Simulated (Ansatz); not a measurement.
hcp Ti was calculated with PBE-D3(BJ) (plane waves, PAW; Ansatz, an electronic-structure program).

Numerical settings: plane-wave cutoff 520 eV, 24×24×12 k mesh (along the axes of the cell as run), Fermi–Dirac smearing 0.05 eV, no spin polarisation, scalar-relativistic PAW data made under PBE.

Energies at three volumes about the minimum:

```csv
V (Å³/atom),E − E_lowest (meV/atom)
16.176,2.57
16.506,0.00
16.836,2.42
```

**Question.** Fit a parabola by hand: where is the minimum, and what is the bulk modulus?

**Answer.** Slopes: (0.00 − 2.57)/(16.506 − 16.176) = -7.788 and (2.42 − 0.00)/(16.836 − 16.506) = 7.333 meV/Å³. Curvature E″ = 2 × (7.333 − (-7.788))/(16.836 − 16.176) = 45.821 meV/Å⁶. From the middle of the first interval, the slope vanishes at V0 = 16.3410 − (-7.788)/45.821 = 16.511 Å³/atom. B = V0 E″ = 16.511 × 45.821 meV/Å³ × 0.1602 GPa per meV/Å³ = 121 GPa. The full Birch–Murnaghan fit to all volumes gives V0 = 16.506 Å³/atom and B0 = 121 GPa.

Shape and atoms are relaxed at each volume.

Measured, for comparison: bulk modulus 108 GPa (zero-point energy and finite temperature contributions removed; as tabulated in doi:10.1021/acs.jctc.3c00612). Computed (rounded) less measured: bulk modulus +12 %.

Note: the bulk modulus comes from volumes at which shape and atoms were relaxed.
